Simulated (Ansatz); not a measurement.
```yaml
crystal:
  periodic: [false, false, false]
  atoms:
    - {symbol: C, position_ang: [-2.751206, -0.169248, 0.000000]}
    - {symbol: Ga, position_ang: [-0.909806, 0.180752, 0.000000]}
    - {symbol: Ge, position_ang: [1.340794, -0.169248, 0.000000]}
    - {symbol: H, position_ang: [-0.909806, 1.710752, 0.000000]}
basis:
  gaussian: {orbitals: def2-TZVP}
hamiltonian: {xc: pbe0}
relax: {f_tol: 0.004, max_steps: 80}
```

```sh
$ ansatz run in.yaml --threads 1 --pin off --events-out ev --progress --plain --max-ram 2176MiB
```

Steps of the relaxation (energy above the last step; positions in Å, forces in eV/Å):

```
4
step 1, 5239.3 meV
C    -2.751   -0.169    0.000   -0.115   -0.147    0.000
Ga   -0.910    0.181    0.000   -0.642   -0.708    0.000
Ge    1.341   -0.169    0.000    0.690   -0.163    0.000
H    -0.910    1.711    0.000    0.068    1.018    0.000
```

```
4
step 2, 5174.5 meV
C    -2.762   -0.217    0.000   -0.081   -0.145    0.000
Ga   -0.929    0.198    0.000   -0.107   -0.034    0.000
Ge    1.364   -0.205    0.000    0.120   -0.078    0.000
H    -0.903    1.778    0.000    0.068    0.257    0.000
```

```
4
step 3, 5139.5 meV
C    -2.752   -0.322    0.000    0.148   -0.101    0.000
Ga   -0.950    0.266    0.000   -0.075    0.390    0.000
Ge    1.346   -0.268    0.000   -0.124   -0.045    0.000
H    -0.874    1.877    0.000    0.051   -0.245    0.000
```

```
4
step 4, 5086.0 meV
C    -2.687   -0.507    0.000    0.831    0.254    0.000
Ga   -0.979    0.420    0.000   -0.459    0.263    0.000
Ge    1.275   -0.392    0.000   -0.333   -0.027    0.000
H    -0.838    2.033    0.000   -0.039   -0.490    0.000
```

```
4
step 8, 3829.4 meV
C    -1.989   -0.839    0.000    3.199    0.694    0.000
Ga   -1.092    0.832    0.000   -1.718   -0.098    0.000
Ge    0.744   -0.796    0.000   -1.719   -0.883    0.000
H    -0.893    2.355    0.000    0.238    0.287    0.000
```

```
4
step 17, 0.0 meV
C    -1.218   -0.675    0.000    0.001    0.001    0.000
Ga   -1.161    1.099    0.000   -0.001   -0.001    0.000
Ge    0.346   -1.505    0.000   -0.001    0.000    0.000
H    -1.196    2.634    0.000    0.000    0.000    0.000
```

Close pairs at the end: Ga2–H4 1.536 Å, C1–Ge3 1.771 Å, C1–Ga2 1.774 Å, Ga2–Ge3 3.008 Å.

A stationary point of restricted PBE0 after 17 steps (its stability towards spin polarisation wasn't tested); no frequencies were run, so it isn't proven a minimum. 63 s on 1 thread of Intel Xeon 6975P-C, shared host.
